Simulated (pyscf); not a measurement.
HO–InH–OH (SMILES [OH][InH][OH]) → HO–In (SMILES [OH][In]) [singlet] + H₂O (SMILES O), a 1,1-elimination (singlet surface; In–O, H–In broken, H–O formed). PySCF, gas phase, ωB97X-D3(BJ)/def2-SVP geometries. Correlated levels are frozen-core, on RHF or UHF. ΔMP2 is the change of the MP2 total energy from the triple- to the quadruple-zeta basis. Energies in eV from the reactant's lowest minimum found.

Small-basis levels: PySCF, no dispersion term, spherical d functions. AM1 to PM7: differences of heats of formation from MOPAC. GFN2-xTB: tblite. Cost: rough CPU time at the saddle relative to B3LYP/6-31G*+LANL2DZ, from one job on a shared machine.

| level | barrier | reaction energy | cost |
|---|---|---|---|
| MP2/6-31G*+LANL2DZ | 2.38 | +0.23 | 0.1 |
| SVWN5/6-31G*+LANL2DZ | 1.65 | +0.36 | 0.6 |
| BP86/6-31G*+LANL2DZ | 1.82 | +0.26 | 1.0 |
| PBE/6-31G*+LANL2DZ | [?] | +0.26 | 1 |
| B3LYP/6-31G*+LANL2DZ | 2.12 | +0.28 | 1 |
| M06-2X/6-31G*+LANL2DZ | 2.36 | +0.29 | 2 |
| B3LYP/6-311+G**+LANL2DZ | 1.98 | -0.04 | 1 |
| PBE/def2-SVP | 1.40 | -0.43 | 2 |
| B3LYP/def2-SVP | 1.67 | -0.59 | 1 |
| GFN2-xTB | [?] | -1.25 | under 0.02 |
| AM1 | 1.04 | -2.37 | under 0.02 |
| PM3 | 1.97 | -0.83 | under 0.02 |
| CCSD(T)/def2-TZVPP + ΔMP2(QZVPP) | [?] | -0.41 | – |

Task: What belongs in the gaps?

Result: 
- PBE/6-31G*+LANL2DZ, barrier: 1.79
- GFN2-xTB, barrier: 0.85
- CCSD(T)/def2-TZVPP + ΔMP2(QZVPP), barrier: 1.85

Against the last row the barrier runs from -1.01 (GFN2-xTB) to +0.53 eV (MP2/6-31G*+LANL2DZ). CCSD(T)/def2-TZVPP + ΔMP2(QZVPP) has limits of its own. On the product side the descent ends in a bound adduct (not fully relaxed), 0.62 eV under the separated species and 2.81 eV under the saddle at ωB97X-D3(BJ)/def2-TZVP. At ωB97X-D3(BJ) the barrier from the zero used here is 2.02 eV. This is the saddle that the search found; another between the same sides may lie lower. The CCSD(T) − MP2 part came from Ansatz, without density fitting, on the same reference. The frozen core leaves the outer d or s,p core shells of the metals and heavy elements correlated in the MP2 and CC values, and def2-TZVPP describes them poorly, which can shift differences by a few kcal/mol. Elements past Kr carry the def2 core potentials, without spin-orbit coupling.
